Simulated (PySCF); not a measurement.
Excitations are Tamm–Dancoff values on a coarser integration grid. The basis has no diffuse functions, so Rydberg states are missing or too high.

Z-matrix (Å, degrees):
```
O
C 1 1.3300
O 2 1.1960 1 125.81
H 2 1.0995 3 124.93 1 -179.99
C 1 1.4275 2 115.26 4 -180.00
H 5 1.0872 1 105.80 2 179.99
H 5 1.0906 6 110.57 1 119.64
H 5 1.0906 6 110.57 7 120.71
```
Charge 0, multiplicity 1.

Task: What T1 excitation (TDA), total energy, S1 excitation (TDA), S1–T1 gap (TDA) and S1 oscillator strength does PBE-D3(BJ)/def2-TZVP // PBE0-D3(BJ)/def2-TZVP (PySCF 2.14.0) give?

Result: 
* **T1 excitation (TDA)**: 5.19 eV
* **total energy**: -228.9052 Ha
* **S1 excitation (TDA)**: 5.79 eV
* **S1–T1 gap (TDA)**: 0.60 eV
* **S1 oscillator strength**: 0.002
